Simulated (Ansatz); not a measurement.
| atom | x (Å) | y (Å) | z (Å) |
| --- | --- | --- | --- |
| C | -0.0773 | 0.0094 | -0.6595 |
| F | 0.0225 | 0.0061 | 0.7104 |
| H | 0.0314 | -1.1628 | -0.9923 |
| H | -0.8374 | 0.5087 | -1.0207 |
| H | 0.8390 | 0.4703 | -1.0620 |

RHF on singlet CH3F was run in several spherical basis sets with Ansatz (development build ahead of 0.2.0). Caution for RHF: no unrestricted run beside it, a lower state can exist; stretched shape with no unrestricted run beside it, a lower state can exist.

(1) Rank the basis sets by the total energy that they give, lowest first, with the distance from the lowest.
A. def2-SVP
B. STO-3G
C. 6-31G
D. cc-pVDZ

Answers

(1) D (0.00 eV), C (1.40 eV), A (3.15 eV), B (51.23 eV).

Totals follow the description of the cores as much as that of the bonds, so this order isn't one of quality for chemistry.
